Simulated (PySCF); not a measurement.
A structure optimised at B3LYP-D3(BJ)/def2-TZVPD, used in a PySCF frequency run:

```xyz
4

Si     0.0000     0.0000     0.0803
H      1.2222    -0.7057    -0.3746
H     -1.2222    -0.7057    -0.3746
H      0.0000     1.4113    -0.3746
```
Charge 0, spin multiplicity 2.

Problem. Write its SMILES, formula and point group.

Solution. [SiH3], H3Si, C3v

Problem. What are its rotational constants (standard atomic weights)?

Solution. 141.30, 141.30, 83.906 GHz
